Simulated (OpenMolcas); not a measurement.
**BO at 1.258 Å: OpenMolcas input and output**

Input (each module block was a call of its own in one work directory; start orbitals came from a preliminary run):

```
&GATEWAY
Coord
2
angstrom
O 0.0 0.0 0.0
B 0.0 0.0 1.2580
Basis=ANO-RCC-VTZP
Group=XY
RX2C
AMFI
ANGMom
0.0 0.0 0.0
RICD
&SEWARD
&GUESSORB
* RASSCF and CASPT2 blocks for each multiplicity and irrep, as for the first:
&RASSCF
FileOrb=$CurrDir/o21.orb
Symmetry=1
Spin=2
nActEl=7 0 0
Inactive=3 0
RAS2=3 4
CIRoot=6 6 1
Linear
Iterations=120 100
OrbListing=Nothing
PRWF=0.15
>>COPY $Project.RasOrb $CurrDir/o21.orb
>>COPY $Project.rasscf.h5 $CurrDir/r21.h5
&CASPT2
XMultistate=all
Imaginary=0.2
IPEA=0.25
MaxIter=40
>>COPY $Project.JobMix JOB001
&RASSI
Nr of JobIphs=3 6 4 4
1 2 3 4 5 6
1 2 3 4
1 2 3 4
SpinOrbit
EJob
Omega
MEES
MESO
Properties=4
'AngMom' 3 'Mltpl  1' 1 'Mltpl  1' 2 'Mltpl  1' 3
Thrs=1.0d-4
>>COPY $Project.rassi.h5 $CurrDir/so.h5
```

```bash
pymolcas m.inp
```

C2 symmetry about the axis (a holds Σ, Δ, Γ; b holds Π, Φ, H; Σ⁺ and Σ⁻ are not told apart); roots by multiplicity and irrep: 2a 6, 2b 4, 4a 4.

RASSI part of the output, in excerpt:

```
SPIN-FREE ENERGIES:
  (Shifted by EMIN (a.u.) =        -99.9185267752)
 SF State       Relative EMIN(au)   Rel lowest level(eV)    D:o, cm**(-1)      Abs_M
     1             0.0000000000        0.0000000000              0.0000         0.0
     7             0.1121461303        3.0516516681          24613.2306         1.0
     8             0.1121461303        3.0516516681          24613.2306         1.0
     2             0.1920582057        5.2261700177          42151.9039         0.0
    11             0.2206578246        6.0044052930          48428.7947         0.0
    12             0.2453963230        6.6775741286          53858.2675         2.0
    13             0.2454859060        6.6800118068          53877.9287         2.0
     9             0.2533519888        6.8940588235          55604.3343         1.0
    10             0.2533519896        6.8940588457          55604.3345         1.0
    14             0.2632392825        7.1631057921          57774.3445         0.0
     3             0.2697396080        7.3399886601          59201.0010         2.0
     4             0.2699445280        7.3455648175          59245.9758         2.0
     5             0.2706498709        7.3647581748          59400.7806         0.0
     6             0.3076086766        8.3704585124          67512.3009         0.0
++ Dipole transition strengths (spin-free states):
     for osc. strength at least  1.00000000E-05
      From   To        Osc. strength     Einstein coefficients Ax, Ay, Az (sec-1)    Total A (sec-1)
         1    7       4.78975948E-03  2.23980587E+05  1.71151940E+06  0.00000000E+00  1.93549999E+06
         1    8       4.78975934E-03  1.71151946E+06  2.23980474E+05  0.00000000E+00  1.93549994E+06
         1    2       6.55560160E-03  0.00000000E+00  0.00000000E+00  7.76943021E+06  7.76943021E+06
         1    9       4.91954947E-02  6.58956234E+07  3.55620388E+07  0.00000000E+00  1.01457662E+08
         1   10       4.91954937E-02  3.55620399E+07  6.58956209E+07  0.00000000E+00  1.01457661E+08
         1    6       3.37410033E-02  0.00000000E+00  0.00000000E+00  1.02580790E+08  1.02580790E+08
         7    2       1.09367052E-03  2.60222852E+04  1.98377381E+05  0.00000000E+00  2.24399666E+05
         7    9       2.79731877E-04  0.00000000E+00  0.00000000E+00  1.79208364E+05  1.79208364E+05
         7   10       3.27215897E-03  0.00000000E+00  0.00000000E+00  2.09628687E+06  2.09628687E+06
         7    3       2.49068990E-05  5.08537680E+03  1.47896179E+04  0.00000000E+00  1.98749947E+04
         7    4       2.49455092E-05  1.48525278E+04  5.10507775E+03  0.00000000E+00  1.99576055E+04
         7    5       5.04854813E-05  3.59034312E+04  4.84927138E+03  0.00000000E+00  4.07527026E+04
         7    6       4.99507801E-02  7.11025291E+06  5.42066573E+07  0.00000000E+00  6.13169102E+07
         8    2       1.09367044E-03  1.98377421E+05  2.60222298E+04  0.00000000E+00  2.24399651E+05
         8    9       3.27215910E-03  0.00000000E+00  0.00000000E+00  2.09628692E+06  2.09628692E+06
         8   10       2.79731865E-04  0.00000000E+00  0.00000000E+00  1.79208358E+05  1.79208358E+05
         8    3       2.49067238E-05  1.47897782E+04  5.08507677E+03  0.00000000E+00  1.98748549E+04
         8    4       2.49456201E-05  5.10515270E+03  1.48525416E+04  0.00000000E+00  1.99576943E+04
         8    5       5.04853049E-05  4.84906423E+03  3.59034960E+04  0.00000000E+00  4.07525603E+04
         8    6       4.99507829E-02  5.42066429E+07  7.11027075E+06  0.00000000E+00  6.13169137E+07
         2    9       2.55136597E-04  2.00004974E+04  1.07970757E+04  0.00000000E+00  3.07975731E+04
         2   10       2.55136763E-04  1.07970868E+04  2.00005072E+04  0.00000000E+00  3.07975940E+04
         2    6       7.32190721E-04  0.00000000E+00  0.00000000E+00  3.14107671E+05  3.14107671E+05
         9    3       1.26334667E-03  1.02906099E+04  6.10360349E+02  0.00000000E+00  1.09009702E+04
         9    4       1.27915263E-03  6.33517063E+02  1.06815976E+04  0.00000000E+00  1.13151146E+04
         9    5       1.27421537E-03  4.29537178E+03  7.95472696E+03  0.00000000E+00  1.22500987E+04
         9    6       6.04917378E-03  3.71812464E+05  2.00342276E+05  0.00000000E+00  5.72154740E+05
        10    3       1.26335718E-03  6.10315155E+02  1.02907446E+04  0.00000000E+00  1.09010598E+04
        10    4       1.27915493E-03  1.06816141E+04  6.33519679E+02  0.00000000E+00  1.13151338E+04
        10    5       1.27420164E-03  7.95475803E+03  4.29520751E+03  0.00000000E+00  1.22499655E+04
        10    6       6.04917170E-03  2.00342078E+05  3.71812448E+05  0.00000000E+00  5.72154526E+05
 Electric-quadrupole - electric-quadrupole not included
 Electric-dipole - electric-octupole not included
 Electric-dipole - magnetic-quadrupole not included
   Eigenvalues of complex Hamiltonian:
  (Shifted by EMIN (a.u.) =        -99.9185267752)
 SO State       Relative EMIN(au)   Rel lowest level(eV)    D:o, cm**(-1)      Omega
     1            -0.0000005020        0.0000000000              0.0000         0.5
     2            -0.0000005020        0.0000000000              0.0000         0.5
     3             0.1118812043        3.0444563223          24555.1962         1.5
     4             0.1118812043        3.0444563223          24555.1962         1.5
     5             0.1124095874        3.0588343594          24671.1629         0.5
     6             0.1124095874        3.0588343594          24671.1629         0.5
     7             0.1920595842        5.2262211861          42152.3166         0.5
     8             0.1920595842        5.2262211861          42152.3166         0.5
     9             0.2206539315        6.0043130166          48428.0504         1.5
    10             0.2206539315        6.0043130166          48428.0504         1.5
    11             0.2206564640        6.0043819275          48428.6063         0.5
    12             0.2206564640        6.0043819275          48428.6063         0.5
    13             0.2452568555        6.6737926831          53827.7681         3.5
    14             0.2452568555        6.6737926831          53827.7681         3.5
    15             0.2453629787        6.6766804416          53851.0595         2.4
    16             0.2453629787        6.6766804416          53851.0595         2.4
    17             0.2455105294        6.6806955022          53883.4431         1.6
    18             0.2455105294        6.6806955022          53883.4431         1.6
    19             0.2456197561        6.6836677122          53907.4156         0.7
    20             0.2456197561        6.6836677122          53907.4156         0.7
    21             0.2532206102        6.8904974886          55575.6102         0.5
    22             0.2532206102        6.8904974886          55575.6102         0.5
    23             0.2534888066        6.8977954829          55634.4725         1.5
    24             0.2534888066        6.8977954829          55634.4725         1.5
    25             0.2632402248        7.1631450927          57774.6615         0.5
    26             0.2632402248        7.1631450927          57774.6615         0.5
    27             0.2632444287        7.1632594853          57775.5841         1.5
    28             0.2632444287        7.1632594853          57775.5841         1.5
    29             0.2696554764        7.3377129806          59182.6464         1.6
    30             0.2696554764        7.3377129806          59182.6464         1.6
    31             0.2700359558        7.3480663531          59266.1520         2.4
    32             0.2700359558        7.3480663531          59266.1520         2.4
    33             0.2706507938        7.3647969463          59401.0934         0.5
    34             0.2706507938        7.3647969463          59401.0934         0.5
    35             0.3076091153        8.3704841073          67512.5073         0.5
    36             0.3076091153        8.3704841073          67512.5073         0.5
 Weights of the five most important spin-orbit-free states for each spin-orbit state.
 SO State  Total energy (au)           Spin-free states, spin, and weights
    1        -0.000001       1 0.5  1.0000   14 1.5  0.0000    7 0.5  0.0000    8 0.5  0.0000   10 0.5  0.0000
    2        -0.000001       1 0.5  1.0000   14 1.5  0.0000    7 0.5  0.0000    8 0.5  0.0000   10 0.5  0.0000
    3         0.111881       7 0.5  0.5000    8 0.5  0.5000   11 1.5  0.0000   14 1.5  0.0000    3 0.5  0.0000
    4         0.111881       8 0.5  0.5000    7 0.5  0.5000   11 1.5  0.0000   14 1.5  0.0000    3 0.5  0.0000
    5         0.112410       8 0.5  0.5000    7 0.5  0.5000    2 0.5  0.0000    1 0.5  0.0000   12 1.5  0.0000
    6         0.112410       7 0.5  0.5000    8 0.5  0.5000    2 0.5  0.0000    1 0.5  0.0000   12 1.5  0.0000
    7         0.192060       2 0.5  1.0000    8 0.5  0.0000    7 0.5  0.0000   14 1.5  0.0000    9 0.5  0.0000
    8         0.192060       2 0.5  1.0000    8 0.5  0.0000    7 0.5  0.0000   14 1.5  0.0000    9 0.5  0.0000
    9         0.220654      11 1.5  0.9999   14 1.5  0.0001    9 0.5  0.0000   10 0.5  0.0000    7 0.5  0.0000
   10         0.220654      11 1.5  0.9999   14 1.5  0.0001    9 0.5  0.0000   10 0.5  0.0000    7 0.5  0.0000
   11         0.220656      11 1.5  1.0000    5 0.5  0.0000   14 1.5  0.0000    9 0.5  0.0000   10 0.5  0.0000
   12         0.220656      11 1.5  1.0000    5 0.5  0.0000   14 1.5  0.0000    9 0.5  0.0000   10 0.5  0.0000
   13         0.245257      12 1.5  0.6233   13 1.5  0.3767    9 0.5  0.0000   10 0.5  0.0000    7 0.5  0.0000
   14         0.245257      12 1.5  0.6233   13 1.5  0.3767    9 0.5  0.0000   10 0.5  0.0000    7 0.5  0.0000
   15         0.245363      12 1.5  0.8032   13 1.5  0.1966    4 0.5  0.0001    3 0.5  0.0000    9 0.5  0.0000
   16         0.245363      12 1.5  0.8032   13 1.5  0.1966    4 0.5  0.0001    3 0.5  0.0000    9 0.5  0.0000
   17         0.245511      13 1.5  0.8032   12 1.5  0.1965    3 0.5  0.0001    9 0.5  0.0001   10 0.5  0.0001
   18         0.245511      13 1.5  0.8032   12 1.5  0.1965    3 0.5  0.0001    9 0.5  0.0001   10 0.5  0.0001
   19         0.245620      13 1.5  0.6230   12 1.5  0.3763    9 0.5  0.0004   10 0.5  0.0004    7 0.5  0.0000
   20         0.245620      13 1.5  0.6230   12 1.5  0.3763    9 0.5  0.0004   10 0.5  0.0004    7 0.5  0.0000
   21         0.253221       9 0.5  0.4996   10 0.5  0.4996   13 1.5  0.0004   12 1.5  0.0004   14 1.5  0.0001
   22         0.253221       9 0.5  0.4996   10 0.5  0.4996   13 1.5  0.0004   12 1.5  0.0004   14 1.5  0.0001
   23         0.253489      10 0.5  0.4998    9 0.5  0.4998   14 1.5  0.0002   13 1.5  0.0001   12 1.5  0.0001
   24         0.253489      10 0.5  0.4998    9 0.5  0.4998   14 1.5  0.0002   13 1.5  0.0001   12 1.5  0.0001
   25         0.263240      14 1.5  0.9999   10 0.5  0.0000    9 0.5  0.0000    6 0.5  0.0000   11 1.5  0.0000
   26         0.263240      14 1.5  0.9999   10 0.5  0.0000    9 0.5  0.0000    6 0.5  0.0000   11 1.5  0.0000
   27         0.263244      14 1.5  0.9997   10 0.5  0.0001    9 0.5  0.0001   11 1.5  0.0001    8 0.5  0.0000
   28         0.263244      14 1.5  0.9997   10 0.5  0.0001    9 0.5  0.0001   11 1.5  0.0001    8 0.5  0.0000
   29         0.269655       3 0.5  0.7691    4 0.5  0.2307   13 1.5  0.0001   12 1.5  0.0000   10 0.5  0.0000
   30         0.269655       3 0.5  0.7691    4 0.5  0.2307   13 1.5  0.0001   12 1.5  0.0000   10 0.5  0.0000
   31         0.270036       4 0.5  0.7691    3 0.5  0.2307   12 1.5  0.0001   13 1.5  0.0000    9 0.5  0.0000
   32         0.270036       4 0.5  0.7691    3 0.5  0.2307   12 1.5  0.0001   13 1.5  0.0000    9 0.5  0.0000
   33         0.270651       5 0.5  1.0000   11 1.5  0.0000    9 0.5  0.0000   10 0.5  0.0000    6 0.5  0.0000
   34         0.270651       5 0.5  1.0000   11 1.5  0.0000    9 0.5  0.0000   10 0.5  0.0000    6 0.5  0.0000
   35         0.307609       6 0.5  1.0000   14 1.5  0.0000    5 0.5  0.0000    8 0.5  0.0000    7 0.5  0.0000
   36         0.307609       6 0.5  1.0000   14 1.5  0.0000    5 0.5  0.0000    8 0.5  0.0000    7 0.5  0.0000
++ Dipole transition strengths (SO states):
        for osc. strength at least   1.00000000E-05
      From   To        Osc. strength     Einstein coefficients Ax, Ay, Az (sec-1)    Total A (sec-1)
         1    3       4.78471982E-03  9.62178348E+05  9.62178264E+05  0.00000000E+00  1.92435661E+06
         1    5       4.79457873E-03  9.73289296E+05  9.73289211E+05  0.00000000E+00  1.94657851E+06
         1    7       6.55526323E-03  0.00000000E+00  0.00000000E+00  7.76918132E+06  7.76918132E+06
         1   19       3.55630584E-05  3.44673885E+04  3.44673848E+04  0.00000000E+00  6.89347734E+04
         1   22       4.91605754E-02  5.06405100E+07  5.06404161E+07  0.00000000E+00  1.01280926E+08
         1   24       4.91669241E-02  5.07542990E+07  5.07543892E+07  0.00000000E+00  1.01508688E+08
         1   27       1.05202657E-05  1.17119072E+04  1.17119075E+04  0.00000000E+00  2.34238147E+04
         1   35       3.37404268E-02  0.00000000E+00  0.00000000E+00  1.02579664E+08  1.02579664E+08
         2    4       4.78471982E-03  9.62178348E+05  9.62178264E+05  0.00000000E+00  1.92435661E+06
         2    6       4.79457873E-03  9.73289296E+05  9.73289211E+05  0.00000000E+00  1.94657851E+06
         2    8       6.55526323E-03  0.00000000E+00  0.00000000E+00  7.76918132E+06  7.76918132E+06
         2   20       3.55630584E-05  3.44673885E+04  3.44673848E+04  0.00000000E+00  6.89347734E+04
         2   21       4.91605754E-02  5.06405100E+07  5.06404161E+07  0.00000000E+00  1.01280926E+08
         2   23       4.91669241E-02  5.07542990E+07  5.07543892E+07  0.00000000E+00  1.01508688E+08
         2   28       1.05202657E-05  1.17119072E+04  1.17119075E+04  0.00000000E+00  2.34238147E+04
         2   36       3.37404268E-02  0.00000000E+00  0.00000000E+00  1.02579664E+08  1.02579664E+08
...
```

Only roots inside an energy window near the equilibrium distance were included, so the list of states is not complete; labels number the states computed. Each spin and symmetry block has orbitals of its own, averaged over its own roots, so gaps between blocks are less sure than gaps within one and near the minimum can be off by tenths of an eV, in bad cases by more. No Rydberg orbitals are active, so Rydberg states, and σ→σ* states whose orbital the CASSCF left unused, can be missing between those listed. CASPT2 splits the two components of degenerate states numerically, here by up to 45 cm⁻¹. No roots were computed in block 4b (none fell in the window or the block failed), so states of that kind are missing and can lie low or lowest.
